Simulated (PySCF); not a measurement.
Numbering as in the mapped SMILES `[F:1][PH:2][SiH3:3]`. Each H is labelled by its parent atom.

PySCF 2.14 calculation with GIAO PBE0/pcSseg-1 shieldings and GFN2-xTB geometry; no solvent, non-relativistic Hamiltonian, averaged over atoms made equivalent by symmetry, fast rotation or ring inversion, a single conformation.

δ = σ(ref) − σ, references computed at the same level: ¹H (σ = 31.72 ppm) and ²⁹Si (σ = 349.16 ppm) against TMS; ¹⁹F (σ = 170.95 ppm) vs CFCl3; ³¹P (σ = 318.38 ppm) against H3PO4.

```json
{"atoms": "P2", "nucleus": "³¹P", "count": "1", "δ (ppm)": "135.1"}
{"atoms": "F1", "nucleus": "¹⁹F", "count": "1", "δ (ppm)": "?"}
{"atoms": "H(P2)", "nucleus": "¹H", "count": "1", "δ (ppm)": "8.24"}
{"atoms": "Si3", "nucleus": "²⁹Si", "count": "1", "δ (ppm)": "?"}
{"atoms": "H(Si3)", "nucleus": "¹H", "count": "3", "δ (ppm)": "4.22"}
```

Task: Complete the table.

Result: 
- F1: -387.4 ppm, fluorine bonded to P
- Si3: -81.4 ppm, silicon bonded to P, 3 H

Unscaled 19F shifts against computed CFCl3 carry errors that often reach 10 to 50 ppm. Experimental scales use liquid or dissolved standards, which lie at an offset from isolated H3PO4.
